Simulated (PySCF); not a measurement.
Molecule: SMILES CCF, C₂H₅F.

Structure with atom numbers: `[CH3:1][CH2:2][F:3]`. Hydrogens are named by the atom that carries them.

Geometry PBE0-D3(BJ)/def2-SVP throughout; GIAO in PySCF, gas phase, one conformer, non-relativistic; equivalent atoms averaged; basis pcSseg-2.

(1) How do the shifts δ (against TMS, CFCl3 at the same level) depend on the functional? (ppm; last column core-seconds on shared hosts with different chips, so compare them loosely)

(2) Which nucleus moves most, in ppm?

Results:

(1) 
```tsv
functional	kind	C2	C1	F3	H(C2)	H(C1)	core-s
HF	Hartree–Fock	74.7	18.7	-192.6	4.11	1.32	3.3
LDA	LDA	87.9	17.5	-262.6	4.68	1.23	9.2
PBE	GGA	86.3	18.8	-251.7	4.59	1.24	11
BLYP	GGA	87.3	19.5	-248.1	4.61	1.29	11
BP86	GGA	85.9	18.7	-253.0	4.57	1.24	11
OPBE	GGA	83.8	18.6	-242.8	4.52	1.21	12
KT2	GGA	83.6	18.5	-256.7	4.54	1.23	12
KT3	GGA	83.3	19.1	-244.3	4.50	1.25	19
B97-D	GGA	85.0	19.2	-243.1	4.56	1.28	11
B3LYP	global hybrid	84.5	19.1	-234.6	4.46	1.29	7.3
PBE0	global hybrid	82.9	18.5	-233.9	4.41	1.24	7.2
mPW1PW91	global hybrid	83.0	18.6	-233.0	4.39	1.24	7.2
WP04	global hybrid	85.5	19.4	-227.5	4.28	1.27	13
B97-2	global hybrid	82.5	18.7	-231.1	4.40	1.25	14
BHandHLYP	global hybrid	80.7	18.8	-217.0	4.30	1.30	14
CAM-B3LYP	range-separated hybrid	84.1	18.9	-226.0	4.45	1.31	17
wB97X-D	range-separated hybrid	82.6	18.6	-227.4	4.36	1.25	16
LC-wPBE	range-separated hybrid	83.4	18.6	-217.3	4.39	1.26	22
```

(2) F3 (fluorine on an sp3 carbon): from -262.6 ppm with LDA to -192.6 ppm with HF. The smallest spread is 0.11 ppm, at H(C1). Proton shifts span only some 12 ppm, so a few tenths of a ppm matter as much there as several ppm in carbon.
